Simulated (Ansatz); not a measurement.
Geometry optimisation, UKS PBE-D4/def2-TZVP in Ansatz 0.2.0.

input.yaml

```yaml
crystal:
  periodic: [false, false, false]
  atoms:
    - { symbol: F, position_ang: [-1.21764, 0.2629, -0.13551] }
    - { symbol: C, position_ang: [0.04447, 0.06835, 0.22048] }
    - { symbol: F, position_ang: [0.43224, -1.17588, -0.02279] }
    - { symbol: H, position_ang: [0.74094, 0.84463, -0.06218] }
magnetization:
  spin_polarized: true
  initial_magnetization: 1
basis:
  gaussian: { orbitals: def2-TZVP }
hamiltonian:
  xc: pbe
  dispersion: d4
relax:
  f_tol: 0.015
  max_steps: 40
```

Run as:

```bash
$ ansatz run input.yaml --threads 2 --pin off --max-ram 3072MiB --backend cpu --events-out ev --progress --plain --runs-dir out
```

Task: Where does it end, and by what steps?

Result: The run converged. After 3 steps the energy has fallen by 0.021 eV; C2 moved furthest, 0.03 Å.

```csv
step,energy less start (eV),largest force component (eV/Å),accepted
0,0.0000,0.762,yes
1,-0.0186,0.241,yes
2,-0.0209,0.026,yes
3,-0.0210,0.008,yes
```

```xyz
4
Properties=species:S:1:pos:R:3
F -1.222 0.270 -0.145
C 0.039 0.065 0.252
F 0.441 -1.180 -0.031
H 0.742 0.845 -0.076
```

Time of the run: 5.5 s on 2 threads of Arm Neoverse V1, on a shared host, peak memory 0.14 GiB.
